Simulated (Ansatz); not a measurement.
# [SiH₃···H···SiH], doublet: the ladder up to UCCSDT(Q)

Geometry: a point of a hydrogen-transfer path between rigid fragments, not a stationary point.

```xyz
7

Si   -1.5690    0.0244    0.0000
H    -2.0639    1.4241    0.0000
H    -2.0639   -0.6755    1.2122
H    -2.0639   -0.6755   -1.2122
H     0.0690    0.0244    0.0000
Si    1.7130    0.0244    0.0000
H     2.1094   -1.4552    0.0000
```

Basis cc-pVDZ; Ansatz 0.2.0. Correlated methods freeze the noble-gas cores, which leaves 13 electrons in 51 orbitals. R marks a restricted (for open shells ROHF) determinant, U an unrestricted one. Active spaces: pair = (3e, 3o) about the gap.

Full CI isn't at hand for all of this; UCCSDT(Q) serves as the reference, and is uncertain by about the last step of the cluster series. The frozen core follows each run's orbitals, which can shift R against U totals by a few meV.

For open shells CISD is restricted-active-space CI with the open shells as a complete middle space.

The UHF ⟨S²⟩ is 0.774 and the T1 diagnostic (RCCSD) is 0.0189. The largest doubles amplitude (RCCSD) is 0.068. The T1 diagnostic (UCCSD) is 0.0197.

```tsv
level	E − E(RHF) (eV)
UHF	-0.1195
RMP2	-5.4074
UMP2	-5.3872
RCCSD	-6.8120
UCCSD	-6.8149
RCCSD(T)	-6.9806
UCCSD(T)	-6.9804
```

(1) Estimate how far UCCSDT(Q) in cc-pVDZ lies from RCCSD(T). The table doesn't fix it; the size of (T) and the diagnostics are the guide.

(1) UCCSDT(Q) in cc-pVDZ lies 1.68 mEh below RCCSD(T), which is 27 % of the (T) step (-6.19 mEh). The diagnostics give no warning, yet the rest is a sizeable part of (T). The miss exceeds 1 kcal/mol.

The other levels:

| level | E − E(UCCSDT(Q)) (mEh) | share of correlation (%) | wall time |
| --- | --- | --- | --- |
| CISD | 32.70 | 87.34 | 7.5 s |
| BCCD(T) | 1.66 | 99.36 | 6 s |
| RCCSDT | 0.26 | 99.90 | – |
| UCCSDT | 0.25 | 99.90 | – |
| RCCSDT(Q) | 0.02 | 99.99 | 5.5 s (H100) |
| CASSCF (pair space) | 243.39 | 5.74 | – |
| NEVPT2 (pair space) | 59.39 | 77.00 | 4.8 s |
| MRCISD (pair space) | 29.46 | 88.59 | – |
| MRCISD+Q (pair space) | 2.38 | 99.08 | 2.6 s (H100) |

The correlation energy at UCCSDT(Q), counted from RHF, is -7.026 eV. That run took 5.5 s on 2 threads of AMD EPYC 7R13 with a shared H100 80 GB, shared host.

Times hold each run's SCF and search for its determinant on a shared host, so for small cases they say little of a method's own cost; rows without a card ran on 1 thread of AMD EPYC 7R13.
